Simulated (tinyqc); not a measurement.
Inside a calculation. Method: CIS on RHF in the sto-6g basis, for HF, spin multiplicity 1. One step of it, computed by the program tinyqc.

Task: Iteration 1: building the Fock matrix. J_ij = sum D_kl (ij|kl), K_ij = sum D_kl (ik|jl); F = H + J - 0.5 K; E = tr D H + tr D J / 2 - 0.25 tr D K + E_nn.

D at the start, order 1F 1s, 1F 2s, 1F 2px, 1F 2py, 1F 2pz, 2H 1s:
$$\begin{pmatrix}
2.151180 & -0.495218 & 0.000000 & 0.000000 & 0.012887 & -0.011914 \\
-0.495218 & 2.135401 & 0.000000 & 0.000000 & -0.079738 & 0.040004 \\
0.000000 & 0.000000 & 1.636421 & 0.000000 & 0.000000 & 0.000000 \\
0.000000 & 0.000000 & 0.000000 & 1.636421 & 0.000000 & 0.000000 \\
0.012887 & -0.079738 & 0.000000 & 0.000000 & 1.520787 & 0.169619 \\
-0.011914 & 0.040004 & 0.000000 & 0.000000 & 0.169619 & 1.015230
\end{pmatrix}$$

core Hamiltonian H = T + V (hartree), order 1F 1s, 1F 2s, 1F 2px, 1F 2py, 1F 2pz, 2H 1s:
$$\begin{pmatrix}
-40.941497 & -9.129198 & 0.000000 & 0.000000 & -0.012771 & -1.564063 \\
-9.129198 & -10.907967 & 0.000000 & 0.000000 & -0.147713 & -3.374697 \\
0.000000 & 0.000000 & -8.708677 & 0.000000 & 0.000000 & 0.000000 \\
0.000000 & 0.000000 & 0.000000 & -8.708677 & 0.000000 & 0.000000 \\
-0.012771 & -0.147713 & 0.000000 & 0.000000 & -8.797930 & -2.271495 \\
-1.564063 & -3.374697 & 0.000000 & 0.000000 & -2.271495 & -4.991791
\end{pmatrix}$$

Two-electron integrals (ij|kl) in chemists' order, unique and non-zero (hartree):
```
(11|11) 5.406240   (21|11) 0.768129   (21|21) 0.138909   (22|11) 1.266271
(22|21) 0.283987   (22|22) 0.926367   (31|31) 0.029452   (32|31) 0.044681
(32|32) 0.204753   (33|11) 1.266273   (33|21) 0.283987   (33|22) 0.926366
(33|33) 0.998085   (41|41) 0.029452   (42|41) 0.044681   (42|42) 0.204753
(43|43) 0.053789   (44|11) 1.266273   (44|21) 0.283987   (44|22) 0.926366
(44|33) 0.890506   (44|44) 0.998085   (51|51) 0.029452   (52|51) 0.044681
(52|52) 0.204753   (53|53) 0.053789   (54|54) 0.053789   (55|11) 1.266273
(55|21) 0.283987   (55|22) 0.926366   (55|33) 0.890506   (55|44) 0.890506
(55|55) 0.998085   (61|11) 0.139399   (61|21) 0.024164   (61|22) 0.048323
(61|33) 0.048240   (61|44) 0.048240   (61|51) 0.001049   (61|52) 0.002050
(61|55) 0.048488   (61|61) 0.004274   (62|11) 0.348412   (62|21) 0.079291
(62|22) 0.288020   (62|33) 0.283960   (62|44) 0.283960   (62|51) 0.005743
(62|52) 0.043068   (62|55) 0.296140   (62|61) 0.013793   (62|62) 0.110211
(63|31) 0.008861   (63|32) 0.050553   (63|53) 0.009015   (63|63) 0.016275
(64|41) 0.008861   (64|42) 0.050553   (64|54) 0.009015   (64|64) 0.016275
(65|11) 0.234976   (65|21) 0.054237   (65|22) 0.210635   (65|33) 0.201662
(65|44) 0.201662   (65|51) 0.012306   (65|52) 0.080435   (65|55) 0.228581
(65|61) 0.009851   (65|62) 0.098932   (65|65) 0.104470   (66|11) 0.501878
(66|21) 0.116367   (66|22) 0.485676   (66|33) 0.469228   (66|44) 0.469228
(66|51) 0.010767   (66|52) 0.112207   (66|55) 0.518571   (66|61) 0.020401
(66|62) 0.238611   (66|65) 0.248474   (66|66) 0.774999
```

nuclear repulsion = 4.65097158 hartree

Give: Coulomb J; exchange K; Fock matrix F; total energy of this density.

Result:

Coulomb J (hartree), order 1F 1s, 1F 2s, 1F 2px, 1F 2py, 1F 2pz, 2H 1s:
$$\begin{pmatrix}
20.2568 & 3.6249 & 0.0000 & 0.0000 & 0.0092 & 0.6355 \\
3.6249 & 9.4479 & 0.0000 & 0.0000 & 0.1131 & 2.9433 \\
0.0000 & 0.0000 & 9.4320 & 0.0000 & 0.0000 & 0.0000 \\
0.0000 & 0.0000 & 0.0000 & 9.4320 & 0.0000 & 0.0000 \\
0.0092 & 0.1131 & 0.0000 & 0.0000 & 9.4798 & 2.1920 \\
0.6355 & 2.9433 & 0.0000 & 0.0000 & 2.1920 & 5.1979
\end{pmatrix}$$

exchange K (hartree), order 1F 1s, 1F 2s, 1F 2px, 1F 2py, 1F 2pz, 2H 1s:
$$\begin{pmatrix}
11.3101 & 1.7931 & 0.0000 & 0.0000 & 0.0102 & 0.3540 \\
1.7931 & 3.1249 & 0.0000 & 0.0000 & 0.0878 & 1.1724 \\
0.0000 & 0.0000 & 2.2829 & 0.0000 & 0.0000 & 0.0000 \\
0.0000 & 0.0000 & 0.0000 & 2.2829 & 0.0000 & 0.0000 \\
0.0102 & 0.0878 & 0.0000 & 0.0000 & 2.3400 & 0.8044 \\
0.3540 & 1.1724 & 0.0000 & 0.0000 & 0.8044 & 1.3172
\end{pmatrix}$$

Fock matrix F (hartree), order 1F 1s, 1F 2s, 1F 2px, 1F 2py, 1F 2pz, 2H 1s:
$$\begin{pmatrix}
-26.3397 & -6.4009 & 0.0000 & 0.0000 & -0.0087 & -1.1056 \\
-6.4009 & -3.0225 & 0.0000 & 0.0000 & -0.0785 & -1.0176 \\
0.0000 & 0.0000 & -0.4181 & 0.0000 & 0.0000 & 0.0000 \\
0.0000 & 0.0000 & 0.0000 & -0.4181 & 0.0000 & 0.0000 \\
-0.0087 & -0.0785 & 0.0000 & 0.0000 & -0.4881 & -0.4816 \\
-1.1056 & -1.0176 & 0.0000 & 0.0000 & -0.4816 & -0.4525
\end{pmatrix}$$

total energy of this density = -100.251778 hartree

This density is the starting one; it is not idempotent, so its energy is not variational and may lie below the converged one.
